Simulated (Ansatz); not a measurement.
Relaxation of CH₅AlS (8 atoms, charge 0, multiplicity 1), to a largest force component of 0.015 eV/Å in at most 40 steps.

All numbers below come from RKS PBE-D4/def2-SVP (Ansatz 0.2.0).

```xyz
8
Properties=species:S:1:pos:R:3:forces:R:3
C -0.688 0.931 -0.419 -0.59 1.39 -0.16
Al 0.801 -0.165 0.109 0.52 -0.36 0.14
S 0.502 -1.741 1.699 0.14 0.23 0.04
H -0.418 2.052 -0.246 -0.43 -1.35 -0.20
H -1.629 0.683 0.142 0.40 0.23 -0.13
H -0.943 0.844 -1.512 0.22 0.06 0.36
H 2.254 0.037 -0.584 -0.21 -0.08 0.15
H 0.781 -0.842 2.701 -0.05 -0.12 -0.21
```

Task: Where does it end, and by what steps?

Result: The run converged. The force dipped under the threshold on the way, but the program's further checks kept it going. After 15 steps the energy has fallen by 0.378 eV; H8 moved furthest, 1.03 Å.

```tsv
step	energy less start (eV)	largest force component (eV/Å)	accepted
0	0.0000	1.389	yes
1	-0.0634	0.591	yes
2	-0.0715	0.064	yes
3	-0.0774	0.110	yes
4	-0.1096	0.383	yes
5	-0.1727	0.358	yes
6	-0.2496	0.590	yes
7	-0.3403	0.205	yes
8	-0.3717	0.104	yes
9	-0.3770	0.020	yes
10	-0.3773	0.007	yes
11	-0.3774	0.009	yes
12	-0.3774	0.054	yes
13	-0.3775	0.035	yes
14	-0.3776	0.014	yes
15	-0.3777	0.009	yes
```

```xyz
8
Properties=species:S:1:pos:R:3
C -0.637 0.958 -0.309
Al 0.959 -0.117 0.073
S 1.097 -1.392 1.868
H -0.382 2.040 -0.306
H -1.461 0.803 0.416
H -1.027 0.731 -1.325
H 2.259 -0.154 -0.854
H -0.147 -1.069 2.326
```

The run took 55 s on 1 thread of Arm Neoverse N1, on a shared host, peak memory 0.15 GiB.
